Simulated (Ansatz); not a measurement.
System: C2H8N, charge 1, multiplicity 1. SMILES: CC[NH3+]

Atoms: C1, C2, N3, H4, H5, H6, H7, H8, H9, H10, H11. Bonds: C1-C2, C1-H4, C1-H5, C1-H6, C2-N3, C2-H7, C2-H8, N3-H9, N3-H10, N3-H11.

Bond lengths (Å) and angles (degrees) optimised at HF/STO-3G with Ansatz (a first-principles code); HF/3-21G with Ansatz; PBE/6-31G* with Ansatz; MP2/6-31G* with Ansatz, each started from the B3LYP-D3(BJ)/def2-TZVP structure (Ansatz) of the last column. A row stands for all coordinates that are equal there; 9 of 18 kinds are shown. 6-31G* holds six Cartesian d functions. No wavenumbers were computed at HF/STO-3G, PBE/6-31G*, MP2/6-31G*, so these may be saddle points.

```
coordinate  HF/STO-3G  HF/3-21G  PBE/6-31G*  MP2/6-31G*  B3LYP-D3(BJ)/def2-TZVP
----------  ---------  --------  ----------  ----------  ----------------------
C1-C2           1.537     1.528       1.519       1.515                   1.512
C1-H4           1.087     1.083       1.102       1.092                   1.090
C1-H5           1.087     1.083       1.103       1.093                   1.091
C2-N3           1.541     1.560       1.533       1.521                   1.526
C2-H7           1.093     1.078       1.101       1.091                   1.088
N3-H9           1.042     1.018       1.035       1.029                   1.023
C1-C2-N3        110.3     109.5       110.6       110.1                   110.4
C2-C1-H4        108.0     108.5       108.4       108.6                   108.7
C2-C1-H5        110.9     111.6       112.2       111.8                   111.9
```

Mean signed difference of all 10 bond lengths from B3LYP-D3(BJ)/def2-TZVP: HF/STO-3G 0.009 Å, HF/3-21G -0.001 Å, PBE/6-31G* 0.011 Å, MP2/6-31G* 0.002 Å.
